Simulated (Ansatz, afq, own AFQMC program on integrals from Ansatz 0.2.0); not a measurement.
## HBrCl, doublet in cc-pVTZ, levels against CCSDT(Q)

```xyz
3

Cl    0.0000    0.0000   -1.6166
H     0.0000    0.0000   -0.3378
Br    0.0000    0.0000    1.9544
```

Connectivity, by distances: ClH ··· Br.

Basis cc-pVTZ. Noble-gas cores (and the filled d shells of Ga–Kr and In–Xe) are frozen. Integrals, coupled cluster, full CI and functionals: Ansatz 0.2.0; the random walks run on the same integrals in our own AFQMC program. The CISD trial takes its coefficients from CCSD amplitudes. Released means that phaseless walkers are propagated on without the constraint, phases kept. ± is one standard error of the sampling. No spin–orbit coupling.

Determinant: UHF, the one that the program's search chose, which needn't be the lowest solution. The geometry is a point of a scan.

No full CI on the walks' own integrals is used here; CCSDT(Q) serves as the reference and is uncertain by about the last step of the cluster series.

Cautions: no relativity below Rb; no spin-orbit coupling; inner d shell frozen.

* T1 diagnostic: 0.0065
* weight of the determinant in the CISD state: 0.864
* ⟨S²⟩ of the determinant: 0.759
* size of the correlated space: 15 electrons in 72 orbitals

Reference: CCSDT(Q), correlation energy -10.720 eV. The released energy is read at 0.99 1/Eh, later times being too noisy (meV from the phaseless value at times in 1/Eh: -7 ± 5 at 0.24, -10 ± 3 at 0.51, -13 ± 5 at 0.99, -12 ± 13 at 1.50).

```csv
level,E − E(reference) (kcal/mol),share of correlation (%)
HF,247.21,0.00
MP2,33.04,86.64
CCSD,8.97,96.37
CCSD(T),0.93,99.63
CCSDT,0.29,99.88
ph-AFQMC/CISD,0.38 ± 0.13,99.85
released AFQMC,0.08 ± 0.12,99.97
```

A walk keeps the symmetry of its determinant, which the program's search chose and which needn't be the lowest solution, so a lower state of the same spin and another symmetry isn't excluded. Released energies are given only where the last usable release times agree within the noise; a slower fall can still hide under it.
